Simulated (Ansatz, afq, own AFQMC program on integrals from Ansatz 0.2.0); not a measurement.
# Atomization energy of C2H2, singlet, worked out

```xyz
4

C     0.0000    0.0000    0.5985
C     0.0000    0.0000   -0.5985
H     0.0000    0.0000    1.6632
H     0.0000    0.0000   -1.6632
```

Connectivity, by distances: CH–CH.

Basis cc-pVDZ. Only valence electrons are correlated. Integrals, coupled cluster, full CI and functionals: Ansatz 0.2.0; the random walks run on the same integrals in our own AFQMC program. ph-AFQMC/CISD is guided by a CISD state made of CCSD amplitudes; releasing the constraint for a short imaginary time cuts its bias at the price of noise, slowly where states lie close. Uncertainties: one standard error, sampling alone.

Total energies in eV. CBS is CCSD(T) at the limit of def2-TZVPP/QZVPP (extrapolated itself); the highest rung of each member is named.

```
       member  count  CCSD(T)/cc-pVDZ  highest rung in cc-pVDZ     which  CCSD(T)/CBS
  C (triplet)     +2       -1027.5122               -1027.5214       FCI   -1028.3149
  H (doublet)     +2         -13.5861                 -13.5861       FCI     -13.6059
C₂H₂, singlet     -1       -2098.2324               -2098.2703  CCSDT(Q)   -2101.3338
```

Task: Work out the best estimate of the atomization energy: the CCSD(T)/CBS difference plus the step from CCSD(T) to the highest rung.

Result: Sums with the counts: CCSD(T)/CBS 17.4922 eV, highest rung 16.0553 eV, CCSD(T)/cc-pVDZ 16.0358 eV. The step is 16.0553 − 16.0358 = 0.0195 eV, so the best estimate is 17.4922 + (0.0195) = 17.5117 eV = 403.8 kcal/mol. The basis set is worth 1.456 eV of it. Zero-point, core-correlation and spin–orbit terms aren't in it.

Best estimates are given only where the step beyond CCSD(T) is under 0.3 eV and no member's determinant is very poor (T1 over 0.05, or 0.07 for open shells, ⟨S²⟩ too high by 0.3, two states mixed), so the hardest cases are missing from such tables.

CCSDT and higher add their correlation energy to the determinant of the CCSD(T) run, since their own runs factorise the integrals more tightly (a shift of under 2 meV). Each member of a difference takes its own highest rung, so a best estimate needn't equal the limit plus the step of one row.
